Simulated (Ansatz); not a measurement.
# H₄OSSi: taking an electron away

One table from this session's results is given with a row withheld; the runs are named, their logs left out.

Program: Ansatz 0.2.0, Gaussian basis. Level of theory: unrestricted cation, the program's frozen cores in correlated methods. These are calculated values, not measurements.

Levels to be run: UKS PBE-D4/def2-TZVPP; UKS r2SCAN-D4/def2-TZVPP; UKS PBE0-D4/def2-TZVPP; UKS B3LYP-D4/def2-TZVPP; UKS wB97X-V/def2-TZVPP; UKS wB97M-V/def2-TZVPP; UKS B2PLYP/def2-TZVPP; UHF-CCSD(T)/def2-TZVPP; UHF-MP2/def2-QZVPP; extrapolation to the limit; then −ε(HOMO) from the neutral's earlier runs with LDA (SPW92), PBE-D4, revPBE-D4, BLYP-D4, r2SCAN-D4, B97M-V, PBE0-D4, B3LYP-D4, r2SCANh-D4, r2SCAN0-D4, HSE06-D4, BHLYP-D4, CAM-B3LYP-D4, LC-ωPBE, ωB97X-V, ωB97M-V.

### Structure used throughout

All runs share one geometry, relaxed beforehand with PBE0-D4 in a triple-zeta def2 set.

SMILES `O[SiH2]S`, 7 atoms, charge 0, spin multiplicity 1.

Atoms are counted from 1 here; the program's logs count them from 0.

Bond lengths: O1–Si2 1.642 Å, O1–H4 0.959 Å, Si2–S3 2.133 Å, Si2–H5 1.484 Å, Si2–H6 1.478 Å, S3–H7 1.344 Å. Angles: Si2–O1–H4 117.2°, O1–Si2–S3 113.5°, O1–Si2–H5 112.6°, O1–Si2–H6 104.5°, S3–Si2–H5 103.0°, S3–Si2–H6 111.7°, H5–Si2–H6 111.9°, Si2–S3–H7 94.6°.

Coordinates:

```mol
H4OSSi
  3D, bonds by distance, orders not assigned

  7  6  0  0  0  0  0  0  0  0999 V2000
   -1.4346   -0.3820    0.1849 O   0  0
   -0.0475    0.4965    0.1730 Si  0  0
    1.5653   -0.4757   -0.8288 S   0  0
   -1.7453   -0.7224   -0.6561 H   0  0
   -0.1849    1.7705   -0.5763 H   0  0
    0.2572    0.7279    1.6004 H   0  0
    1.6511   -1.4830    0.0572 H   0  0
  1  2  8  0
  2  3  8  0
  1  4  8  0
  2  5  8  0
  2  6  8  0
  3  7  8  0
M  END
```

Set-up of the first run:

File in.yaml:

```yaml
crystal:
  periodic: [false, false, false]
  atoms:
    - {symbol: O, position_ang: [-1.434573, -0.381955, 0.184855]}
    - {symbol: Si, position_ang: [-0.047545, 0.496498, 0.172960]}
    - {symbol: S, position_ang: [1.565255, -0.475672, -0.828761]}
    - {symbol: H, position_ang: [-1.745321, -0.722394, -0.656092]}
    - {symbol: H, position_ang: [-0.184935, 1.770495, -0.576251]}
    - {symbol: H, position_ang: [0.257218, 0.727894, 1.600361]}
    - {symbol: H, position_ang: [1.651104, -1.482966, 0.057228]}
basis:
  gaussian: {orbitals: def2-TZVPP}
total_charge: 1
magnetization: {spin_polarized: true, initial_magnetization: 1}
hamiltonian: {xc: pbe, dispersion: d4}
```

Launch:

```sh
$ ansatz run in.yaml --threads 2 --pin off --events-out ev --progress --plain --max-ram 4352MiB
```

Among the steps run: Cation, UKS PBE-D4/def2-TZVPP; Cation, UKS r2SCAN-D4/def2-TZVPP; Cation, UKS PBE0-D4/def2-TZVPP; Cation, UKS B3LYP-D4/def2-TZVPP; Cation, UKS wB97X-V/def2-TZVPP; Cation, UKS wB97M-V/def2-TZVPP; Cation, UKS B2PLYP (frozen core)/def2-TZVPP; Cation, UHF-CCSD(T)/def2-TZVPP; Cation, UHF-MP2/def2-QZVPP.

One of the session's tables, all rows but one given; the rest of the session is left out.

Orbital estimates, from the neutral's runs:

```
  functional  −ε(HOMO) (eV)
 LDA (SPW92)           6.58
      PBE-D4           6.45
   revPBE-D4           6.40
     BLYP-D4           6.28
   r2SCAN-D4           6.74
      B97M-V           6.85
     PBE0-D4           7.70
    B3LYP-D4           7.44
  r2SCANh-D4           7.20
  r2SCAN0-D4           7.89
    HSE06-D4           7.30
    BHLYP-D4           8.79
CAM-B3LYP-D4              ?
     LC-ωPBE          10.46
     ωB97X-V          10.08
     ωB97M-V           9.91
```

**Question.** Estimate the row for CAM-B3LYP-D4.

The run gave: −ε(HOMO) (eV): 9.03. In the column «−ε(HOMO) (eV)» it lies between BHLYP-D4 (8.79) and ωB97M-V (9.91).
